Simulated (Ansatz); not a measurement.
We consider α-phase Ga, described by PBEsol (PAW; Ansatz, a quantum-chemistry and plane-wave program).

From the output:

```
Crystal: 4 atoms, lattice volume = 78.380 Å³
Basis set: ecut = 520 eV, 2131 PW (Γ), exchange–correlation on 72×72×72 points (8 copies of the dense FFT grid, shifted against one another)
Bands: 32, of which v1, the nominal top of the filled ones, is band 26 counted from 1 (25 counted from 0)
Symmetry: 8 space group operations
Space group: Cmce (ITA 64), of the structure as read, at distance tolerance 4.3e-5 Å
k-points: 399 of 2352
Functional: x = pbesol(κ = 0.804, μ = 0.12345679012345678), c = pbesol(β = 0.046)
SCF iter   1: F=—  HF=-14972.809018 eV  |F-HF|=—  |Δ(HF+E_count)|=         —  Δρ=1.72e-3  dr2=2.56e-3
SCF iter   2: F=—  HF=-14972.804543 eV  |F-HF|=—  |Δ(HF+E_count)|=   4.47e-3  Δρ=1.02e-3  dr2=1.07e-3
  ...
SCF iter   9: F=—  HF=-14972.804374 eV  |F-HF|=—  |Δ(HF+E_count)|=   1.26e-8  Δρ=1.35e-6  dr2=7.73e-10
SCF iter  10: F=-14972.804374 eV  HF=-14972.804374 eV  |F-HF|=5.46e-12  |Δ(HF+E_count)|=  4.49e-10  Δρ=8.46e-8  dr2=5.11e-12
SCF 1 converged in 10 iterations: F = -14972.804374 eV  dr2 = 5.11e-12
SCF converged after 10 iterations
Free energy (F): -14972.804374 eV
Internal energy: -14972.797415 eV  (E = F + TS)
E sigma→0 (E₀):  -14972.800895 eV
Fermi energy:    8.891838 eV
--- Forces (eV/Å), atoms counted from 1 ---
  atom   1  Ga     0.00000000    -0.14269101     0.04057008
  atom   2  Ga    -0.00000000     0.14269101     0.04057008
  atom   3  Ga     0.00000000    -0.14269101    -0.04057008
  atom   4  Ga    -0.00000000     0.14269101    -0.04057008
--- Stress (GPa, compression-positive) ---
       -1.967516      -0.000000       0.000000
       -0.000000      -1.023389      -0.000000
        0.000000      -0.000000      -1.720582
  P = ⅓ Tr σ = -1.5705 GPa (-15.705 kbar)
```

Question: Write an input file that could have produced this run (the log leaves some choices open).

Answer: Several could match; the one computed here: 
Ansatz 0.2 input:
```yaml
crystal:
  lattice:
    - [-2.2615, -3.8305, 0.0]
    - [-2.2615, 3.8305, 0.0]
    - [0.0, 0.0, -4.524]
  atoms:
    - { symbol: Ga, position: [0.1549, 0.8451, 0.919] }
    - { symbol: Ga, position: [0.3451, 0.6549, 0.419] }
    - { symbol: Ga, position: [0.6549, 0.3451, 0.581] }
    - { symbol: Ga, position: [0.8451, 0.1549, 0.081] }
basis:
  ecutwfc: 520
  ecutrho_ratio: 4
  xc_grid: 2
kpoints:
  mp_grid: { grid: [14, 14, 12] }
hamiltonian:
  xc: pbesol
  dispersion: none
  pseudopotentials: { kind: paw }
scf:
  occupations: { method: fermi_dirac, width: 0.05 }
  convergence: { dr2_threshold: 0.0000000004 }
output:
  forces: true
  stress: true
  eigenvalues: true
```

The PAW data were made under PBE.

Note: cell and atoms aren't relaxed at this level (largest force component 0.14 eV/Å, pressure -1.6 GPa).

Cost on a shared machine: roughly 90 core-seconds.
